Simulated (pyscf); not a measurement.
## Four-centre exchange: HO–AlH–F + H₂ -> H₂O + F–AlH₂

Gas phase, singlet surface, charge 0. Bonds broken: O1–Al2, H4–H7. Bonds formed: O1–H4, Al2–H7. Structures and frequencies: ωB97X-D3(BJ)/def2-SVP in PySCF.

Transition state (Å):

```xyz
7

O     -0.1261     0.9021     0.2714
Al    -0.0366    -0.7582    -0.5424
H      0.0839     1.0383     1.2049
H     -1.2627     0.4348     0.0318
H      0.5300    -0.8673    -1.9998
F      0.3159    -1.9285     0.6006
H     -1.7674    -0.3513    -0.4474
```

One imaginary mode, 1294i cm⁻¹; descent along it reached the two sides named, in the forms told below.

```
bond    change  reactant side (Å)  saddle  product side
------  ------  -----------------  ------  ------------
O1–Al2  breaks              1.696   1.851         2.021
H4–H7   breaks              0.763   1.050           2.8
O1–H4    forms                3.0   1.252         0.968
Al2–H7   forms              2.315   1.781         1.593
```

Electronic energies relative to the separated reactants (kcal/mol):

```csv
level,barrier,reaction energy,reverse barrier
ωB97X-D3(BJ)/def2-TZVP,23.1,+30.5,-7.4
PBE/def2-TZVP,19.1,+29.6,-10.5
r²SCAN/def2-TZVP,20.3,+32.4,-12.1
B3LYP-D3(BJ)/def2-TZVP,23.6,+31.0,-7.5
PBE0-D3(BJ)/def2-TZVP,20.0,+29.1,-9.1
M06-2X/def2-TZVP,25.0,+33.8,-8.8
ωB97M-D3(BJ)/def2-TZVP,23.7,+30.2,-6.5
HF/def2-TZVP,34.4,+28.1,6.4
```

With ωB97M-D3(BJ)/def2-TZVP energies and thermal terms (ideal gas, 1 atm, RRHO with modes under 100 cm⁻¹ raised to 100, one conformer, R ln 2 for chiral ones without a mode under 150 cm⁻¹), in kcal/mol:

```
T (K)   ΔH‡   ΔG‡     ΔH     ΔG
-----  ----  ----  -----  -----
298    24.8  33.2  +32.4  +30.8
600    23.7  42.3  +31.3  +29.6
900    23.4  51.6  +30.4  +29.0
1200   23.5  61.0  +29.8  +28.6
```

On the product side the descent ends in an adduct with a Al–O contact, 24.8 kcal/mol under the separated species and 17.4 kcal/mol under the saddle at ωB97X-D3(BJ)/def2-TZVP. At ωB97X-D3(BJ)/def2-TZVP, PBE, r²SCAN, B3LYP-D3(BJ), PBE0-D3(BJ), M06-2X, ωB97M-D3(BJ) the saddle lies under the separated products, which points to a path from their complex (located at ωB97X-D3(BJ) alone), and parting the products costs more than the saddle. What is counted as broken (Al–O) persists as a longer contact in the product adduct; parting that adduct is a step of its own. At the saddle there is also a short Al–H contact that neither side keeps. This is the saddle that the search found; another between the same sides may lie lower.
